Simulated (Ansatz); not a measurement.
# C2H2Cl4: the cost of one run

The runs use Ansatz 0.2.0, Gaussian basis; the settings change from run to run.

**1. The relaxed structure**

The structure was relaxed beforehand with PBE0-D4 in a triple-zeta def2 set.

8 atoms, charge 0, spin multiplicity 1.

Atoms are counted from 1 here; the program's logs count them from 0.

Bond lengths: Cl1–C2 1.766 Å, C2–Cl3 1.766 Å, C2–C4 1.526 Å, C2–H7 1.088 Å, C4–Cl5 1.766 Å, C4–Cl6 1.766 Å, C4–H8 1.088 Å. Angles: Cl1–C2–Cl3 109.8°, Cl1–C2–C4 110.2°, Cl1–C2–H7 108.0°, Cl3–C2–C4 110.2°, Cl3–C2–H7 108.0°, C4–C2–H7 110.5°, C2–C4–Cl5 110.2°, C2–C4–Cl6 110.2°, C2–C4–H8 110.5°, Cl5–C4–Cl6 109.8°, Cl5–C4–H8 108.0°, Cl6–C4–H8 108.0°.

**2. HF/6-31G***

Set apart from the defaults: multiplicity 3, restricted open-shell orbitals, finite nuclei.

File in.yaml:

```yaml
crystal:
  periodic: [false, false, false]
  atoms:
    - {symbol: Cl, position_ang: [-0.169968, -2.077862, 0.534391]}
    - {symbol: C, position_ang: [0.547131, -0.512904, 0.141810]}
    - {symbol: Cl, position_ang: [1.609952, -0.674943, -1.258764]}
    - {symbol: C, position_ang: [-0.547128, 0.512911, -0.141809]}
    - {symbol: Cl, position_ang: [0.169981, 2.077881, -0.534328]}
    - {symbol: Cl, position_ang: [-1.609988, 0.674909, 1.258737]}
    - {symbol: H, position_ang: [1.152835, -0.198398, 0.989104]}
    - {symbol: H, position_ang: [-1.152805, 0.198426, -0.989129]}
basis:
  gaussian: {orbitals: "6-31G*", nuclear_model: gaussian}
magnetization: {spin_polarized: false, initial_magnetization: 2}
hamiltonian: {xc: {name: HF}}
```

Launch:

```sh
> ansatz run in.yaml --threads 4 --pin off --events-out ev --progress --plain --max-ram 10444MiB
```

**Question.** How long does this run take on 4 threads of Arm Neoverse V1, shared host, and how much memory does it need?

About 14 s, with a peak of 0.31 GiB.
